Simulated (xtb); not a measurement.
formamide (CH3NO), SMILES NC=O. All values are semi-empirical tight-binding results from xtb (GFN2-xTB unless named), good for trends rather than for accurate numbers. Geometry: GFN2-xTB. One conformer was computed; it need not be the lowest.

Optimised geometry:

```xyz
6

N      0.1555    -1.0726     0.0000
C     -0.3845     0.1610     0.0000
O      0.2440     1.1849     0.0000
H      1.1592    -1.1619     0.0000
H     -0.4027    -1.9066     0.0000
H     -1.4902     0.1308     0.0000
```
Charge 0, spin multiplicity 1.

Computed properties:
The point group as xtb finds it comes out as Cs and the orbital gap comes out as 5.15 eV. The dipole moment comes out as 4.31 D and the zero-point energy comes out as 27.3 kcal/mol. The G − E(el) at 298.15 K (modified RRHO) is 12.0 kcal/mol, the static polarisability (D4 model) is 27.7 bohr³ and the solvation energy, GFN2-xTB/ALPB(water) is -8.0 kcal/mol. The solvation energy, GFN2-xTB/ALPB(benzene) is -4.9 kcal/mol.

Give the IR lines (harmonic; lines under 4 % of the strongest left out, lines within 3 cm⁻¹ merged). (Estimate from the structure and the level; the computed values follow.)

ν (cm⁻¹): 320 (m), 608 (w), 1242 (m), 1463 (w), 1795 (vs), 2776 (m) (against the strongest line: vs over 80 %, s over 45 %, m over 15 %, w over 4 %, vw less)

Give the atomic charges and the Wiberg bond orders between heavy atoms. (An estimate is asked for; the answer gives what the named calculation found.)

charges (e) N1 -0.26, C2 0.26, O3 -0.39, H4 0.20, H5 0.18, H6 0.01. Bond orders N1–C2 1.27, C2–O3 1.75.
